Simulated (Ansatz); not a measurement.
# CH6BN: the cost of one run

Program: Ansatz 0.2.0. Level of theory: RKS BLYP-D4/6-31G*. These are calculated values, not measurements.

## (1) The system as given

Bond lengths: B1–H2 1.190 Å, B1–N3 1.550 Å, N3–H4 1.060 Å, N3–H5 1.060 Å, B1–C6 1.600 Å, C6–H7 1.110 Å, C6–H8 1.110 Å, C6–H9 1.110 Å. Angles: H2–B1–N3 120.0°, H2–B1–C6 120.0°, N3–B1–C6 120.0°, B1–N3–H4 120.0°, B1–N3–H5 120.0°, H4–N3–H5 120.0°, B1–C6–H7 109.5°, B1–C6–H8 109.5°, B1–C6–H9 109.5°, H7–C6–H8 109.4°, H7–C6–H9 109.4°, H8–C6–H9 109.4°.

Coordinates:

```xyz
9

B     0.0000    0.0000    0.0000
H     0.0000    0.0000    1.1900
N     1.3423    0.0000   -0.7750
H     1.8089   -0.9179   -1.0268
H     1.7937    0.9179   -1.0532
C    -1.3856    0.0000   -0.8000
H    -1.9458   -0.9305   -0.5708
H    -1.9898    0.8797   -0.4946
H    -1.1839    0.0508   -1.8903
```

## (2) Preparing the start

The input, input.yaml:

```yaml
crystal:
  periodic: [false, false, false]
  atoms:
    - { symbol: B, position_ang: [0.0, 0.0, 0.0] }
    - { symbol: H, position_ang: [0.0, 0.0, 1.19] }
    - { symbol: "N", position_ang: [1.3423, 0.0, -0.775] }
    - { symbol: H, position_ang: [1.8089, -0.9179, -1.0268] }
    - { symbol: H, position_ang: [1.7937, 0.9179, -1.0532] }
    - { symbol: C, position_ang: [-1.3856, 0.0, -0.8] }
    - { symbol: H, position_ang: [-1.9458, -0.9305, -0.5708] }
    - { symbol: H, position_ang: [-1.9898, 0.8797, -0.4946] }
    - { symbol: H, position_ang: [-1.1839, 0.0508, -1.8903] }
basis:
  gaussian: { orbitals: "6-31G*" }
hamiltonian:
  xc: blyp
  dispersion: d4
relax:
  f_tol: 0.02
  max_steps: 40
output:
  orbitals: {}
```

Run with:

```bash
> ansatz run input.yaml --threads 1 --pin off --max-ram 2048MiB --backend cpu --events-out ev --progress --plain --runs-dir out
```

Q: Estimate wall time and peak memory on 1 thread of Arm Neoverse V1, shared host.

About 23 s, with a peak of 0.12 GiB.
